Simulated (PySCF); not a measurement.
Solvent effects on NMR parameters

Numbering as in the mapped SMILES `[CH3:1][C:2](=[S:3])[CH2:4][C:5]#[N:6]`. Hydrogens are named by the atom that carries them.

GIAO PBE0/pcSseg-1 in PySCF 2.14.0 with density-fitted response routines on one PBE0-D3(BJ)/def2-SVP conformer, non-relativistic, equivalent nuclei averaged. Solvents enter as an IEF-PCM continuum (cyclohexane with ε = 2.0, chloroform with ε = 4.7) around the gas-phase geometry. Shifts are referred to TMS, CS2 computed in the same medium.

In cyclohexane, δ in ppm: C2 263.9, C5 123.0, C1 43.8, C4 42.8, S3 997.0, H(C4) 3.89, H(C1) 3.26. Dipole moment 2.46 D.

**Question.** How does each δ change in the more polar medium?

**Answer.** 
```csv
atoms,environment,"Δδ, chloroform"
C2,thiocarbonyl carbon,+2.8
C5,nitrile carbon,+2.1
C1,methyl carbon,+0.8
C4,sp3 CH2 α to a nitrile,+0.5
S3,thione sulfur,-42.1
H(C4),hydrogen on an sp3 CH2 α to a nitrile,+0.14
H(C1),hydrogen on a methyl carbon,+0.04
```

Changes are relative to cyclohexane. The dipole moment becomes 2.64 D in chloroform.

**Question.** Which nuclei move most (in ppm), and what does the model miss?

**Answer.** S3 (thione sulfur, -42.1 ppm) in chloroform. A continuum only polarises the solute; specific hydrogen bonds, the anisotropy of aromatic solvents and changes of geometry or conformer are outside it.
